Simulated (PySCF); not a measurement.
## CF⁺: energy against distance

Set-up: PySCF, no relativity, basis sets C pcseg-2, F pcseg-2. Energies in eV from C⁺ + F in their ground configurations at the same level. State: ¹Σ⁺ (singlet), closed shell.

```json
{"R (Å)": "0.992", "r²SCAN": "-6.294"}
{"R (Å)": "1.039", "r²SCAN": "-7.277"}
{"R (Å)": "1.085", "r²SCAN": "-7.829"}
{"R (Å)": "1.119", "r²SCAN": "-8.034"}
{"R (Å)": "1.154", "r²SCAN": "-8.102"}
{"R (Å)": "1.189", "r²SCAN": "-8.065"}
{"R (Å)": "1.235", "r²SCAN": "-7.893"}
{"R (Å)": "1.292", "r²SCAN": "-7.541"}
{"R (Å)": "1.362", "r²SCAN": "-6.996"}
{"R (Å)": "1.454", "r²SCAN": "-6.167"}
```

Put a parabola through the three lowest points of the r²SCAN curve and estimate Re, k and ωe (reduced mass 7.355 u; 1 eV/Å² = 0.16022 mdyn/Å; ωe = 1302.8·√(k/μ) cm⁻¹).

Through R = 1.119, 1.154, 1.189 Å the second-order coefficient is 42.9 eV/Å², so Re ≈ 1.159 Å, k ≈ 13.7 mdyn/Å and ωe ≈ 1780 cm⁻¹. A polynomial fit of higher order to the unrounded r²SCAN energies gives Re = 1.158 Å, k = 13.6 mdyn/Å, ωe = 1774 cm⁻¹; anharmonicity and rounding make the difference.

The higher-order fit for each curve: r²SCAN: Re = 1.158 Å, ωe = 1774 cm⁻¹, De = 8.10 eV.

For an ion De counts to the pair picked by the measured ionisation energies or electron affinities, which need not be the lowest pair at this level.
